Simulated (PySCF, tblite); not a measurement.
# C₄H₆N radical: geometry, infrared bands and EPR parameters

What infrared bands and EPR parameters should C₄H₆N radical (`C#C[C](C)N`) show?

Computed with tblite 0.8.0 and PySCF 2.14.0, with density-fitted response routines of our own, on a single molecule in the gas phase. Atoms are numbered from 0 throughout.

**1. The molecule as given**

11 atoms, charge 0, multiplicity 2; geometry from: force field or distance geometry start.

Bonds of the start (Å): C0–C1 1.22, C1–C2 1.40, C2–C3 1.49, C2–N4 1.47, C0–H5 1.05, C3–H6 1.10, C3–H7 1.08, C3–H8 1.10, N4–H9 1.02, N4–H10 1.01.

**2. Geometry optimisation with GFN2-xTB**

What the job is given:

```
{"job": {"kind": "relax", "xc": "GFN2-xTB", "basis": "xTB"}, "charge": 0, "multiplicity": 2}
C      2.364300    -0.750500    -0.024600
C      1.215700    -0.352900    -0.028800
C     -0.111300     0.104900    -0.012400
C     -1.218200    -0.634000     0.656100
N     -0.401500     1.367000    -0.704000
H      3.357400    -1.095400    -0.035400
H     -0.940700    -1.684000     0.831500
H     -2.122200    -0.626400     0.061700
H     -1.438400    -0.187600     1.634200
H      0.427200     1.948300    -0.797600
H     -1.127000     1.913200    -0.251800
```

Command:

```bash
$ OMP_NUM_THREADS=1 python probes_run.py task.json out
```

One launch serves the whole session: the jobs run in the order shown.

Standard output:

```text
step      E/eV     max force
  0    -392.04389    1.958
  1    -392.11819    1.490
  2    -392.12433    1.975
  3    -392.15784    0.352
  4    -392.16873    0.298
  5    -392.17844    0.280
  6    -392.18199    0.161
  7    -392.18427    0.107
  8    -392.18530    0.114
  9    -392.18583    0.076
 10    -392.18630    0.067
 11    -392.18697    0.083
 12    -392.18769    0.103
 13    -392.18824    0.070
 14    -392.18860    0.063
 15    -392.18894    0.076
 16    -392.18937    0.088
 17    -392.18970    0.070
 18    -392.18984    0.026
 19    -392.18990    0.025
 20    -392.18996    0.028
 21    -392.19003    0.034
 22    -392.19008    0.023
 23    -392.19011    0.018
 24    -392.19014    0.021
 25    -392.19017    0.022
 26    -392.19023    0.027
 27    -392.19028    0.022
 28    -392.19035    0.024
 29    -392.19044    0.039
 30    -392.19056    0.048
 31    -392.19072    0.047
 32    -392.19086    0.035
 33    -392.19095    0.026
 34    -392.19100    0.021
 35    -392.19105    0.029
 36    -392.19111    0.025
 37    -392.19116    0.019
 38    -392.19121    0.027
 39    -392.19126    0.030
 40    -392.19132    0.031
 41    -392.19138    0.020
 42    -392.19142    0.019
 43    -392.19148    0.026
 44    -392.19159    0.040
 45    -392.19179    0.055
 46    -392.19202    0.047
 47    -392.19215    0.040
 48    -392.19224    0.020
 49    -392.19232    0.017
 50    -392.19236    0.017
 51    -392.19239    0.017
 52    -392.19243    0.020
 53    -392.19250    0.026
 54    -392.19260    0.036
 55    -392.19274    0.043
 56    -392.19292    0.041
 57    -392.19316    0.033
 58    -392.19346    0.029
 59    -392.19373    0.043
 60    -392.18608    0.421
 61    -392.19388    0.045
 62    -392.19395    0.034
 63    -392.19407    0.011
 64    -392.19408    0.007
```

It took 0.21 s on 1 thread of Arm Neoverse V1, shared host.

Along the way: (not every step is listed) (the energy doesn't fall at every step)

```
step  energy from step 0 (eV)  largest force (eV/Å)
   0                   0.0000                1.9580
   1                  -0.0743                1.4904
   2                  -0.0804                1.9750
   3                  -0.1140                0.3516
   4                  -0.1248                0.2983
   5                  -0.1346                0.2797
   6                  -0.1381                0.1612
   7                  -0.1404                0.1066
   8                  -0.1414                0.1138
  13                  -0.1444                0.0697
  18                  -0.1460                0.0259
  23                  -0.1462                0.0177
  28                  -0.1465                0.0241
  33                  -0.1471                0.0257
  38                  -0.1473                0.0268
  43                  -0.1476                0.0260
  48                  -0.1484                0.0203
  53                  -0.1486                0.0263
  58                  -0.1496                0.0293
  59                  -0.1498                0.0428
  60                  -0.1422                0.4207
  61                  -0.1500                0.0449
  62                  -0.1501                0.0343
  63                  -0.1502                0.0108
  64                  -0.1502                0.0075
```

Distances of close pairs at the start and the end, largest changes first:

```
  bond  before (Å)  after (Å)  change (Å)
 C2–N4       1.468      1.394      -0.074
 C1–C2       1.404      1.368      -0.036
 C3–H6       1.100      1.086      -0.014
 C3–H7       1.082      1.093      +0.011
 N4–H9       1.017      1.009      -0.008
N4–H10       1.014      1.010      -0.004
 C3–H8       1.097      1.094      -0.004
 C0–H5       1.051      1.048      -0.004
```

The final coordinates are the input of the step that follows.

**3. Harmonic vibrations with GFN2-xTB**

What the job is given:

```
{"job": {"kind": "ir", "xc": "GFN2-xTB", "basis": "xTB"}, "charge": 0, "multiplicity": 2}
C      2.338879    -0.781954    -0.085081
C      1.200728    -0.354646    -0.045667
C     -0.067476     0.153062     0.031934
C     -1.191672    -0.612551     0.645654
N     -0.377567     1.373403    -0.566516
H      3.305120    -1.182616    -0.143041
H     -0.827016    -1.546779     1.063219
H     -1.958999    -0.838222    -0.099142
H     -1.666453    -0.033666     1.442817
H      0.415317     1.968540    -0.754435
H     -1.165435     1.858099    -0.160915
```

Standard output:

```text
mode    cm-1     km/mol
  1      82.8      0.24
  2     154.7      0.46
  3     200.9      2.90
  4     289.4     26.14
  5     306.6     30.38
  6     355.2      0.49
  7     455.1      7.93
  8     481.1      1.55
  9     664.9     67.36
 10     679.0    233.20
 11     807.6      5.65
 12    1000.9      0.85
 13    1011.0      8.55
 14    1035.8      5.18
 15    1305.6     63.17
 16    1393.7      8.77
 17    1411.3     49.70
 18    1470.9      6.50
 19    1479.3     26.32
 20    1501.4     48.57
 21    2136.1     15.11
 22    2936.4     45.29
 23    2963.5     51.85
 24    3057.8     18.31
 25    3399.8      2.56
 26    3410.2      2.00
 27    3478.3      0.59
```

It took 0.16 s on 1 thread of Arm Neoverse V1, shared host.

Which atoms move in the most intense modes:

```
cm⁻¹  km/mol                                atoms
 307    30.4                    H9 45 %, H10 44 %
 665    67.4                    H5 57 %, H10 10 %
 679   233.2  H9 33 %, H10 25 %, H5 20 %, N4 14 %
1306    63.2            C2 64 %, H9 12 %, N4 10 %
1411    49.7  C2 46 %, H7 12 %, H10 11 %, H8 10 %
1501    48.6  H9 23 %, H10 18 %, H8 14 %, H7 12 %
2936    45.3                     H8 60 %, H7 32 %
2964    51.9                     H7 62 %, H8 34 %
```

**4. g tensor and hyperfine couplings: B3LYP/pcH-1**

Same as in step 3 but for these lines:

```diff
@@ -1,2 +1,2 @@
-{"job": {"kind": "ir", "xc": "GFN2-xTB", "basis": "xTB"}, "charge": 0, "multiplicity": 2}
+{"job": {"kind": "epr", "basis": "pcH-1"}, "charge": 0, "multiplicity": 2}
 C      2.338879    -0.781954    -0.085081
```

Level: UKS B3LYP, pcH-1 on C H N, non-relativistic, mean-field spin-orbit, GIAO.

Standard output:

```text
UKS, coarse grid
  cycle   1  E = -210.64707679  |g| = 3.30e-01
  cycle   2  E = -210.63947876  |g| = 3.62e-01
  cycle   3  E = -210.70374457  |g| = 5.95e-02
  cycle   4  E = -210.70433238  |g| = 5.15e-02
  cycle   5  E = -210.70569980  |g| = 1.22e-02
  cycle   6  E = -210.70578314  |g| = 3.96e-03
  cycle   7  E = -210.70580507  |g| = 1.50e-03
  cycle   8  E = -210.70580885  |g| = 8.48e-04
UKS, final grid
  cycle   1  E = -210.70582184  |g| = 9.12e-04
  cycle   2  E = -210.70582184  |g| = 1.18e-03
  cycle   3  E = -210.70582249  |g| = 2.29e-04
  cycle   4  E = -210.70582253  |g| = 1.95e-04
  cycle   5  E = -210.70582260  |g| = 1.12e-04
  cycle   6  E = -210.70582261  |g| = 1.11e-05
E = -210.70582261 Eh   <S^2> = 0.7631 (exact 0.7500)
g shifts (ppm)      1          2          3
  rmc          -165       -165       -165
  gc             -3         32         29
  oz_so           1        608        978
  total        -166        476        842
hyperfine (MHz)  atom isotope    a_iso     a_fc   dipolar eigenvalues
    0   13C      38.64      38.64    -37.79    -28.95     66.73
    1   13C     -57.95     -57.95    -16.02     -2.11     18.13
    2   13C      52.69      52.69    -55.25    -55.10    110.35
    3   13C     -24.89     -24.89     -0.77     -0.63      1.40
    4   14N      18.56      18.56     -9.13     -8.85     17.98
    5    1H     -36.40     -36.40    -17.63     -0.33     17.95
    6    1H       1.77       1.77     -3.39     -2.77      6.17
    7    1H      69.05      69.05     -3.22     -2.92      6.14
    8    1H      58.48      58.48     -3.47     -2.84      6.31
    9    1H       2.20       2.20     -9.32     -4.64     13.95
   10    1H      14.74      14.74     -9.99     -4.37     14.36
```

It took 20 s on 1 thread of Arm Neoverse V1, shared host; peak memory 0.68 GiB.

Principal g values 2.00215, 2.00280, 2.00316; g(iso) = 2.00270, against 2.00232 for a free electron.

Hyperfine couplings; where a row names several nuclei, a(iso) is their mean (it holds for fast rotation or exchange) and the dipolar term the largest among them:

```
    nuclei  isotope  a(iso) (MHz)  a(iso) (G, at g = 2.0023)  largest dipolar term (MHz)
        C1      13C         -57.9                      -20.7                        18.1
        C2      13C          52.7                       18.8                       110.3
H6, H7, H8       1H          43.1                       15.4                         6.3
        C0      13C          38.6                       13.8                        66.7
        H5       1H         -36.4                      -13.0                        18.0
        C3      13C         -24.9                       -8.9                         1.4
        N4      14N          18.6                        6.6                        18.0
   H9, H10       1H           8.5                        3.0                        14.4
```

Mulliken spin populations:

```
atom  value (e)
  C0       0.48
  C1      -0.20
  C2       0.59
  C3      -0.05
  N4       0.14
  H5      -0.02
  H6       0.00
  H7       0.04
  H8       0.03
  H9       0.00
 H10       0.00
```

In first order the couplings over 0.8 MHz of 1H, 14N give 72 distinct lines over 78.4 G, if the averaged nuclei exchange fast.

The fields below are evaluated on a grid from the run's orbitals.

ELF in a plane through or near 9 of the atoms.

Ten even steps from ' ' (0.00) to '@' (1.00):
```
                                                        
                                                        
                                                        
                            ::::                        
                          **@@@@##..                    
                          %%@@@@%%::                    
            ....--==--    ++@@@@%%--..                  
        --##**==++****==  ..%%##--++++::                
      --@@@@@@%%==%%%%**==::##--..####--..              
      ==@@@@@@++++**++..##**%%@@++**++--                
      ..##@@%%**--%%++::%%==::++..                      
        ..====++##%%##++**==##**::..                    
            ..--++++==..  --****%%@@@@++                
              ..----    ::##%%++@@@@@@%%..              
                      ..%%@@@@++++%%%%++                
                      ..@@@@%%--....::                  
                        --**--                          
                                                        
                                                        
                                                        
```
The map spans 12.2 Å across and 9.6 Å up, centred on the molecule. Atoms in the plane (x, y in Å): C0 (-2.5, 0.2), C1 (-1.3, 0.0), C2 (0.1, -0.2), C3 (1.1, 1.0), N4 (0.6, -1.4), H5 (-3.5, 0.4), H6 (0.5, 1.9), H9 (0.0, -2.2), H10 (1.5, -1.6).

log10 of the density (e/Å³) in the same plane.

Ten even steps from ' ' (-4.0) to '@' (1.1):
```
                                                        
                                                        
                            ......                      
                        ..::::--::::..                  
            ..........::::==++++====--::..              
          ..::::----------++******++==--::..            
      ..::--==============++##%%##**++==--::            
      ::--++++++****++++++++##%%%%##**++==::..          
    ..--==**############****##%%@@%%##++==::..          
    ..--++##%%%%@@%%%%%%####%%%%####**++==::..          
    ..--==**####%%%%%%%%%%%%@@##**++++==--::            
      ::--++++****##########%%##**++++--::..            
      ..::--====++++++++++##%%%%%%##**==::..            
        ..::----========++##%%%%%%%%**==--..            
            ..::::::--==++######****++==::              
                ....::--++****++++====::..              
                      ::--====----::....                
                        ..::::::....                    
                                                        
                                                        
```
The map spans 12.2 Å across and 9.6 Å up, centred on the molecule. Atoms in the plane (x, y in Å): C0 (-2.5, 0.2), C1 (-1.3, 0.0), C2 (0.1, -0.2), C3 (1.1, 1.0), N4 (0.6, -1.4), H5 (-3.5, 0.4), H6 (0.5, 1.9), H9 (0.0, -2.2), H10 (1.5, -1.6).

On the surface of density 0.002 e/bohr³ the electrostatic potential runs, from the 1st to the 99th percentile, from -1.14 V near N4 to 1.78 V near H10.

The spin density lies nearest to C2 37 %; C0 27 %; N4 11 %; C1 10 % (beta excess).

**5. Results**

| quantity | value |
| --- | --- |
| strongest single infrared mode (GFN2-xTB) | 679 cm⁻¹, 233 km/mol |
| zero-point energy (GFN2-xTB) | 53.6 kcal/mol |
| g(iso) (B3LYP) | 2.00270 |
| ⟨S²⟩ | 0.763 (exact 0.75) |
| largest a(iso) (averaged by class) | 13C on C1, -57.9 MHz |
| surface potential, 1st and 99th percentile | -1.14 V and 1.78 V |

**Reading.** Relaxing lowered the energy by 0.150 eV in 64 steps; the close pair that moved most is C2–N4, from 1.468 to 1.394 Å. All 27 modes are real, so the xTB geometry is a minimum. The strongest single mode, at 679 cm⁻¹, is spread over several atoms, H9, H10, H5, N4 among them. GFN2-xTB is a fitted tight-binding method: band positions and strengths are rough. Its intensities can rank the bands wrongly. The largest spin populations lie on C2 (0.59 e), C0 (0.48 e). The isotropic g lies 0.4 ppt above the free-electron value.
